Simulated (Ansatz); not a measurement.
Program: Ansatz 0.2.0.

Basis-set series for CH$_{5}$NSi, SMILES `C[Si]N`. Charge 0, multiplicity 1. The geometry is a stationary point of PBE0-D4/def2-TZVP. It is one conformer, not always the lowest.

```
functional       basis  functions  energy (Eh)  HOMO (eV)  LUMO (eV)
   PBE0-D4    def2-SVP         71   -384.95690      -5.91      -0.88
   PBE0-D4  def2-QZVPP        334   -385.18817      -6.07      -1.15
   ωB97M-V    def2-SVP         71   -385.11935      -7.99       1.21
   ωB97M-V  def2-QZVPP        334   -385.35610      -8.18       0.74
```

(1) Give the rows for def2-TZVPP. (Best estimate.)

Answers

(1) The calculation gave: 
```csv
functional,basis,functions,energy (Eh),HOMO (eV),LUMO (eV)
PBE0-D4,def2-TZVPP,174,-385.17233,-6.03,-1.07
ωB97M-V,def2-TZVPP,174,-385.34090,-8.13,0.90
```

Positive LUMOs are unbound and depend on the basis.
